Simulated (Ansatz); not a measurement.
Program: Ansatz. Geometries: PBE0-D4/def2-TZVP. ΔE: electronic, gas phase. CBS: MP2 limit from def2 TZ/QZ plus the TZ coupled-cluster correction, frozen cores. Functionals use def2-TZVPP. HSE06 is defined as in plane-wave codes. One conformer a species, not always the lowest.

Reaction (isomerisation): `CCCC(C)CCC` → `CC(C)CC(C)(C)C`

Problem. Is it downhill or uphill in electronic energy at CCSD(T)/CBS, and by how much? (An estimate is asked.)

Solution. Computed: Downhill: ΔE = -1.3 kcal/mol.

Problem. What do these levels give: r2SCANh-D4, HSE06-D4, CAM-B3LYP-D4, PBE-QIDH, PBE, r2SCANh, r2SCAN0, MP2/def2-SVP, SCS-MP2/def2-TZVPP, HF/def2-QZVPP, SCS-MP2/def2-QZVPP, HF/CBS(def2)? (Estimate.)

Solution. Computed: r2SCANh-D4 -0.6, HSE06-D4 0.0, CAM-B3LYP-D4 -0.1, PBE-QIDH -0.5, PBE 1.1, r2SCANh -0.3, r2SCAN0 -0.1, MP2/def2-SVP -1.9, SCS-MP2/def2-TZVPP -1.4, HF/def2-QZVPP 3.2, SCS-MP2/def2-QZVPP -1.2, HF/CBS(def2) 3.2 kcal/mol.

Largest T1 diagnostic among the species: 0.009.

Leaving LDA and LC-ωPBE aside and taking each functional with its dispersion term where it has one, the values, not all of them listed here, spread over 1.4 kcal/mol, from B97M-V to B2PLYP. LDA lies −3.0 kcal/mol from PBE without D4. In def2-TZVPP, CCSD(T) changes the Hartree–Fock value by −4.7 kcal/mol (the triples alone add −0.8 kcal/mol) and MP2 by −5.7 kcal/mol.
